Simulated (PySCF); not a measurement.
C2H2N2S, SMILES c1nncs1, point group C2v.

Level: PBE0/pcSseg-1 in PySCF (density fitting, grid level 2); geometry and Hessian at that level, cubic constants and property derivatives from steps of ±0.6 along each species' dimensionless normal coordinates, second-order vibrational perturbation theory. The parent has the commonest isotopes.

Equilibrium geometry (Å):

```tsv
atom	x	y	z
C1	1.1746	-0.1199	-0.0658
N2	0.6620	0.9700	-0.5399
N3	-0.6883	1.0020	-0.4296
C4	-1.1679	-0.0644	0.1255
S5	0.0208	-1.2346	0.5752
H6	2.2411	-0.3196	-0.0694
H7	-2.2290	-0.2138	0.2958
```

(1) Give the equilibrium and ground-state rotational constants (MHz) of parent; ²H at 6; ³⁴S at 5; ²H at 6, ²H at 7; ¹⁵N at 2; ¹³C at 1.

(2) How is the parent's vibrational correction B0 − Be made up?

(3) And its quartic centrifugal distortion constants from the harmonic force field?

(4) Which nuclear quadrupole couplings χaa, χbb, χcc (MHz) does the parent show, at equilibrium and averaged?

Results:

(1) 
```json
{"species": "parent", "Ae": "8998.9", "Be": "5574.4", "Ce": "3442.1", "A0": "8928.5", "B0": "5545.7", "C0": "3418.7", "Δ0 (u Å²)": "0.095", "harmonic ZPE (cm⁻¹)": "9539"}
{"species": "²H at 6", "Ae": "8262.9", "Be": "5573.6", "Ce": "3328.4", "A0": "8201.6", "B0": "5544.7", "C0": "3306.1", "Δ0 (u Å²)": "0.095", "harmonic ZPE (cm⁻¹)": "8830"}
{"species": "³⁴S at 5", "Ae": "8998.9", "Be": "5412.3", "Ce": "3379.6", "A0": "8928.7", "B0": "5384.6", "C0": "3356.8", "Δ0 (u Å²)": "0.096", "harmonic ZPE (cm⁻¹)": "9528"}
{"species": "²H at 6, ²H at 7", "Ae": "7624.2", "Be": "5573", "Ce": "3219.6", "A0": "7570.5", "B0": "5544", "C0": "3198.4", "Δ0 (u Å²)": "0.095", "harmonic ZPE (cm⁻¹)": "8121"}
{"species": "¹⁵N at 2", "Ae": "8930.2", "Be": "5475.5", "Ce": "3394.3", "A0": "8860.9", "B0": "5447.5", "C0": "3371.4", "Δ0 (u Å²)": "0.096", "harmonic ZPE (cm⁻¹)": "9506"}
{"species": "¹³C at 1", "Ae": "8784.6", "Be": "5573.9", "Ce": "3410.1", "A0": "8716.2", "B0": "5545.5", "C0": "3387", "Δ0 (u Å²)": "0.096", "harmonic ZPE (cm⁻¹)": "9494"}
```

Δ0 = Ic − Ia − Ib from the ground-state constants.

(2) 
```
axis  harmonic  Coriolis  cubic  total (MHz)
   a        12     -4.11  -78.3        -70.4
   b      6.56    -0.917  -34.3        -28.7
   c      1.36     -0.26  -24.5        -23.4
```

(3) Asymmetric top, A reduction, Ir representation: ΔJ = 0.91 kHz, ΔJK = 0.0117 kHz, ΔK = 2.63 kHz, δJ = 0.325 kHz, δK = 1.19 kHz.

(4) 14N at 2: -4.0, 1.7, 2.3 and -4.0, 1.7, 2.3; 14N at 3: -4.0, 1.7, 2.3 and -4.0, 1.7, 2.3.
